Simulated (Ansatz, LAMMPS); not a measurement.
## Ladder of methods for the elastic constant C12 of rutile TiO2

Reference value: 175 GPa (measured, room temperature, not corrected to a static lattice; as tabulated in Elasticity of TiO2 rutile to 1800 K).

**Question.** Put these levels in order of the elastic constant C12 that they give for rutile TiO2, smallest first: PBE (Ansatz, a quantum-chemistry and plane-wave program), ionic model grimes2000 (shell model, LAMMPS), r²SCAN (Ansatz).

**Answer.** PBE (169 GPa), r²SCAN (198 GPa), ionic model grimes2000 (396 GPa)

Unless a cell is named, each level is at its own relaxed cell (ionic model grimes2000 9.82, PBE 10.65, r²SCAN 10.40 Å³/atom).

Differences against the reference: ionic model grimes2000 +126 %, PBE -3.4 %, r²SCAN +13.1 %.

The reference has no zero-point or thermal correction, while the calculations are for a static lattice, so the differences are not the levels' errors alone.  Each level is taken at its own relaxed cell. Cutoffs differ between the levels. Ansatz's density-functional and Hartree–Fock values are scalar-relativistic unless marked +SOC, with PAW data made under PBE.

Empirical potentials (ionic model grimes2000) are fitted to chosen data, which need not cover the solid at hand: agreement can be built in, and what lay outside the fit can be far off.

Differences are worked out from the printed values.
